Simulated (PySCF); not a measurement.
**Bond length, frequency and bond energy of MgAl by level of theory**

State: ²Π (doublet), unpaired electrons π ↑. Set-up: basis Mg 6-31G(d,p), Al 6-31G(d,p); no relativity; PySCF 2.14. De refers to Mg + Al in their high-spin ground configurations, without counterpoise correction. The functionals are run spin-unrestricted. A positive dipole means Mg(−)Al(+). Levels whose curve was spin-contaminated or gave no clean fit are not listed.

```csv
Level,Re (Å),ωe (cm⁻¹),De (eV),μ (D)
UHF-CCSD(T),2.917,187,0.247,n/a
PBE,2.877,214,0.57,-1.34
PBEsol,2.855,222,0.66,-1.36
PW91,2.875,213,0.58,-1.34
r²SCAN,2.866,219,0.57,-1.52
PBE0,2.895,204,0.474,-1.53
HSE06,2.896,203,0.482,-1.50
MN15,2.984,166,0.439,-1.05
```

Q: Which functional lies closest to UHF-CCSD(T) in De, which farthest, and by how much do they differ from it?

A: Closest is MN15 (+6.7 pm in Re, -11.2 % in ωe, +0.19 eV in De against UHF-CCSD(T) in the same basis), farthest PBEsol (-6.2 pm in Re, +18.7 % in ωe, +0.41 eV in De). CCSD(T) converges more slowly with the basis than the functionals do and binds too weakly in this one, so the order can change at the basis-set limit.

Q: What does the step from GGA to meta-GGA do here, going from PBE to r²SCAN?

A: r²SCAN less PBE: -1.1 pm in Re, +2.3 % in ωe, +0.00 eV in De. 

Correlated steps freeze 6 core orbitals. Correlated levels converge slowly with the basis: in double zeta they bind strong bonds too weakly, by up to about 1 eV, and carry superposition errors of some tenths. The state was picked by a PBE0 search and need not be the measured ground state.

The whole job (state search and all levels along the bond) took about 1.1 min on 1 thread of Arm Neoverse V2 (shared host), peak memory 0.44 GiB.
